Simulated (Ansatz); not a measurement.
Litharge SnO, treated with HSE06 (plane waves, PAW; Ansatz, a quantum-chemistry and plane-wave program).

Settings: plane-wave cutoff 520 eV, 8×8×6 k mesh (along the axes of the cell as run), scalar-relativistic PAW data made under PBE.

Computed at the level's own relaxed cell.

Elastic tensor (GPa, Voigt notation, ions relaxed):

```
   98.1    88.8     9.8     0.0     0.0     0.0
   88.8    98.1     9.8     0.0     0.0     0.0
    9.8     9.8    22.2     0.0     0.0     0.0
    0.0     0.0     0.0    25.0     0.0     0.0
    0.0     0.0     0.0     0.0    25.0     0.0
    0.0     0.0     0.0     0.0     0.0    87.5
```

**Question.** Work out the Voigt, Reuss and Hill averages of the bulk and shear moduli, Young's modulus and Poisson's ratio from the printed constants.

**Answer.** K_V = [C11 + C22 + C33 + 2(C12 + C13 + C23)]/9 = [218.4 + 2 × 108.4]/9 = 48.4 GPa. G_V = [218.4 − 108.4 + 3 × 137.5]/15 = 34.8 GPa. From the compliances S = C⁻¹, K_R = 20.6 and G_R = 13.2 GPa. Hill means: K = 34.5, G = 24.0 GPa. E = 9KG/(3K + G) = 58 GPa, ν = (3K − 2G)/(6K + 2G) = 0.22, K/G = 1.44.

Note: the cell comes from a level without a dispersion term, which matters for the spacing of layers, chains or molecules; the cell has widely spaced layers and the level no dispersion term, so their spacing and the moduli can rest on weak binding.
